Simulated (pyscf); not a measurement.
PySCF, gas phase, ωB97X-D3(BJ)/def2-SVP geometries. Correlated levels are frozen-core, on RHF or UHF. ΔMP2 is the change of the MP2 total energy from the triple- to the quadruple-zeta basis.

Problem. How much does it cost (ΔH, 298 K, CCSD(T)/def2-TZVPP + ΔMP2(QZVPP)) to split CH₄ at its C–H bond into CH₃• + H•?

Solution. C–H to CH₃• + H•: 104.2 kcal/mol. The CCSD(T) − MP2 part came from Ansatz, without density fitting, on the same reference.
